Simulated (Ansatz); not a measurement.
# BClH4Si: ionisation energy by level of theory

One table from this session's results is given with a row withheld; the runs are named, their logs left out.

The runs use Ansatz 0.2.0, Gaussian basis; unrestricted cation, the program's frozen cores in correlated methods.

Levels to be run: UKS PBE-D4/def2-TZVPP; UKS r2SCAN-D4/def2-TZVPP; UKS PBE0-D4/def2-TZVPP; UKS B3LYP-D4/def2-TZVPP; UKS wB97X-V/def2-TZVPP; UKS wB97M-V/def2-TZVPP; UKS B2PLYP/def2-TZVPP; UHF-CCSD(T)/def2-TZVPP; UHF-MP2/def2-QZVPP; extrapolation to the limit; then −ε(HOMO) from the neutral's earlier runs with LDA (SPW92), PBE-D4, revPBE-D4, BLYP-D4, r2SCAN-D4, B97M-V, PBE0-D4, B3LYP-D4, r2SCANh-D4, r2SCAN0-D4, HSE06-D4, BHLYP-D4, CAM-B3LYP-D4, LC-ωPBE, ωB97X-V, ωB97M-V.

### The relaxed structure

All runs share one geometry, relaxed beforehand with PBE0-D4 in a triple-zeta def2 set.

7 atoms, charge 0, spin multiplicity 1.

Atoms are counted from 1 here; the program's logs count them from 0.

Bond lengths: B1–Si2 2.003 Å, B1–H4 1.197 Å, B1–H5 1.193 Å, Si2–Cl3 2.064 Å, Si2–H6 1.488 Å, Si2–H7 1.488 Å. Angles: Si2–B1–H4 118.0°, Si2–B1–H5 123.6°, H4–B1–H5 118.4°, B1–Si2–Cl3 113.7°, B1–Si2–H6 109.8°, B1–Si2–H7 110.1°, Cl3–Si2–H6 107.4°, Cl3–Si2–H7 107.4°, H6–Si2–H7 108.2°.

Set-up of the first run:

Contents of in.yaml:

```yaml
crystal:
  periodic: [false, false, false]
  atoms:
    - {symbol: B, position_ang: [-1.019711, 0.003000, -0.689648]}
    - {symbol: Si, position_ang: [0.626985, -0.105926, 0.445197]}
    - {symbol: Cl, position_ang: [1.793681, 1.595890, 0.380320]}
    - {symbol: H, position_ang: [-1.746343, -0.947366, -0.719322]}
    - {symbol: H, position_ang: [-1.315778, 0.962965, -1.333305]}
    - {symbol: H, position_ang: [0.245609, -0.331359, 1.866117]}
    - {symbol: H, position_ang: [1.476857, -1.245303, 0.004843]}
basis:
  gaussian: {orbitals: def2-TZVPP}
total_charge: 1
magnetization: {spin_polarized: true, initial_magnetization: 1}
hamiltonian: {xc: pbe, dispersion: d4}
```

Run with:

```
> ansatz run in.yaml --threads 2 --pin off --events-out ev --progress --plain --max-ram 4352MiB
```

Steps of the session up to this table: Cation, UKS PBE-D4/def2-TZVPP; Cation, UKS r2SCAN-D4/def2-TZVPP; Cation, UKS PBE0-D4/def2-TZVPP; Cation, UKS B3LYP-D4/def2-TZVPP; Cation, UKS wB97X-V/def2-TZVPP; Cation, UKS wB97M-V/def2-TZVPP; Cation, UKS B2PLYP (frozen core)/def2-TZVPP; Cation, UHF-CCSD(T)/def2-TZVPP; Cation, UHF-MP2/def2-QZVPP.

One table of the session follows, with a row left open; its other results are not shown here.

Orbital estimates, from the neutral's runs:

| functional | −ε(HOMO) (eV) |
| --- | --- |
| LDA (SPW92) | 7.12 |
| PBE-D4 | 7.04 |
| revPBE-D4 | 7.01 |
| BLYP-D4 | ? |
| r2SCAN-D4 | 7.34 |
| B97M-V | 7.45 |
| PBE0-D4 | 8.31 |
| B3LYP-D4 | 8.10 |
| r2SCANh-D4 | 7.80 |
| r2SCAN0-D4 | 8.50 |
| HSE06-D4 | 7.91 |
| BHLYP-D4 | 9.49 |
| CAM-B3LYP-D4 | 9.66 |
| LC-ωPBE | 11.03 |
| ωB97X-V | 10.67 |
| ωB97M-V | 10.47 |

Estimate the missing values for BLYP-D4.

Worked estimate for «−ε(HOMO) (eV)». Against the share of exact exchange, B3LYP-D4 (0.2, 8.10), BHLYP-D4 (0.5, 9.49) give a slope of 4.63 per unit share; at 0 the line stands at 7.17.

The run gave: −ε(HOMO) (eV): 6.92. In «−ε(HOMO) (eV)» the line misses by +0.25.
